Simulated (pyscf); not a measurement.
H₃C–Zn–F (SMILES [CH3][Zn][F]) + H₂ (SMILES [H][H]) -> H₃C–ZnH (SMILES [CH3][ZnH]) + HF (SMILES F), a four-centre exchange (singlet surface; F–Zn, H–H broken, H–Zn, F–H formed). PySCF, gas phase, ωB97X-D3(BJ)/def2-SVP geometries. Energies in kcal/mol from the separated reactants.

Small-basis levels: PySCF, no dispersion term, spherical d functions. AM1 to PM7: differences of heats of formation from MOPAC, which are fitted to 298 K values and so differ in kind from electronic energies by zero-point and thermal terms. Cost: rough CPU time at the saddle relative to B3LYP/6-31G*+LANL2DZ, from one job on a shared machine.

| level | barrier | reaction energy | cost |
|---|---|---|---|
| HF/STO-3G | 79.1 | +61.0 | 0.07 |
| HF/3-21G | 34.9 | +42.3 | 0.07 |
| HF/6-31G*+LANL2DZ | 36.8 | +24.6 | 0.10 |
| SVWN5/6-31G*+LANL2DZ | 11.1 | +30.9 | 0.8 |
| PBE/6-31G*+LANL2DZ | 20.0 | +33.2 | 1 |
| B3LYP/STO-3G | 59.9 | +65.2 | 2 |
| B3LYP/LANL2DZ | 26.8 | +33.3 | 0.9 |
| B3LYP/6-31G*+LANL2DZ | 25.0 | +32.2 | 1 |
| M06-2X/6-31G*+LANL2DZ | 23.2 | +28.7 | 2 |
| B3LYP/def2-SVP | 19.2 | +18.7 | 1 |
| PM3 | 40.4 | -4.7 | under 0.02 |
| PM7 | 33.2 | +21.3 | under 0.02 |
| ωB97M-D3(BJ)/def2-TZVP | 24.5 | +16.7 | – |

Against the last row the barrier runs from -13.4 (SVWN5/6-31G*+LANL2DZ) to +54.6 kcal/mol (HF/STO-3G). At HF/3-21G, SVWN5/6-31G*+LANL2DZ, PBE/6-31G*+LANL2DZ, B3LYP/STO-3G, B3LYP/LANL2DZ, B3LYP/6-31G*+LANL2DZ, M06-2X/6-31G*+LANL2DZ this geometry lies under one side, so the entry may be no barrier of that level: it is a single point on another level's saddle. ωB97M-D3(BJ)/def2-TZVP has limits of its own. On the product side the descent ends in a complex, 4.7 kcal/mol under the separated species and 11.4 kcal/mol under the saddle at ωB97X-D3(BJ)/def2-TZVP. At the saddle there is also a short H–Zn contact that neither side keeps. One saddle was located; it need not be the lowest between these sides. In the def2 sets elements up to Kr have no core potential.
